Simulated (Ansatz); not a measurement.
Geometry optimisation, UKS B3LYP/STO-3G in Ansatz 0.2.0.

input.yaml

```yaml
crystal:
  periodic: [false, false, false]
  atoms:
    - { symbol: C, position_ang: [-0.4122, 1.2514, 0.0466] }
    - { symbol: "N", position_ang: [-0.5665, 0.0408, 0.3139] }
    - { symbol: C, position_ang: [0.4089, -0.7467, -0.1517] }
    - { symbol: "N", position_ang: [0.4726, -1.9942, 0.1045] }
    - { symbol: F, position_ang: [1.4638, -0.2451, -0.8459] }
    - { symbol: H, position_ang: [-1.2451, 2.0079, 0.3733] }
    - { symbol: H, position_ang: [0.4, 1.7456, -0.5309] }
    - { symbol: H, position_ang: [-0.4292, -2.1168, 0.6343] }
magnetization:
  spin_polarized: true
basis:
  gaussian: { orbitals: STO-3G }
hamiltonian:
  xc: b3lyp
relax:
  f_tol: 0.02
  max_steps: 40
```

Command:

```bash
$ ansatz run input.yaml --threads 1 --pin off --max-ram 2048MiB --backend cpu --events-out ev --progress --plain --runs-dir out
```

**Question.** Where does it end, and by what steps?

**Answer.** The run converged. Limits of this set-up: minimal basis. After 8 steps the energy has fallen by 1.042 eV; H8 moved furthest, 0.18 Å.

| step | energy less start (eV) | largest force component (eV/Å) | accepted |
| --- | --- | --- | --- |
| 0 | 0.0000 | 7.821 | yes |
| 1 | -0.9088 | 1.626 | yes |
| 2 | -0.8522 | 1.941 | no |
| 3 | -1.0124 | 0.488 | yes |
| 4 | -1.0283 | 0.430 | yes |
| 5 | -1.0387 | 0.275 | yes |
| 6 | -1.0408 | 0.172 | yes |
| 7 | -1.0414 | 0.067 | yes |
| 8 | -1.0417 | 0.015 | yes |

```xyz
8
Properties=species:S:1:pos:R:3
C -0.463 1.368 0.031
N -0.658 0.106 0.351
C 0.456 -0.797 -0.138
N 0.498 -2.097 0.088
F 1.461 -0.203 -0.850
H -1.220 2.109 0.343
H 0.413 1.744 -0.536
H -0.395 -2.287 0.655
```

Whether the end is a true minimum wasn't checked by a vibrational analysis.

The run took 23 s on 1 thread of Arm Neoverse V1, with other jobs on the host, peak memory 0.13 GiB.
